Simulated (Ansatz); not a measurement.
`[NH+]` radical from Hartree–Fock to CCSD(T)

```xyz
2

N    -0.0448    0.3597   -0.4009
H     0.0448   -0.3597    0.4009
```

Charge 1, multiplicity 2. All single points use the PBE0-D4/def2-TZVP geometry. Frozen core, unrestricted reference, Ansatz 0.2.0. CBS rows extrapolate triple and quadruple zeta.

```tsv
basis	HF (Eh)	MP2 corr.	CCSD corr.	(T)	CCSD(T) total
def2-SVP	-54.44992	-0.07593	?	?	?
def2-TZVPP	-54.51993	-0.09841	-0.12721	-0.00319	-54.65033
def2-QZVPP	-54.52213	-0.10741	?	-0.00361	?
CBS(def2)	-54.52243	-0.11408	-0.14062	-0.00392	-54.66697
cc-pV(D+d)Z	-54.50544	-0.07606	-0.10488	-0.00187	-54.61219
cc-pV(T+d)Z	-54.51806	-0.09969	-0.12832	?	?
cc-pV(Q+d)Z	-54.52148	-0.10800	-0.13545	-0.00362	-54.66055
CBS(cc)	-54.52251	-0.11391	-0.14053	-0.00387	-54.66691
```

**Question.** Fill in the withheld values. (Best estimate.)

**Answer.** The calculation gave: def2-SVP CCSD corr.: -0.10353; def2-SVP (T): -0.00215; def2-SVP CCSD(T) total: -54.55560; def2-QZVPP CCSD corr.: -0.13491; def2-QZVPP CCSD(T) total: -54.66065; cc-pV(T+d)Z (T): -0.00326; cc-pV(T+d)Z CCSD(T) total: -54.64964.

The UHF reference is spin-contaminated (⟨S²⟩ = 1.25, T1 = 0.108).
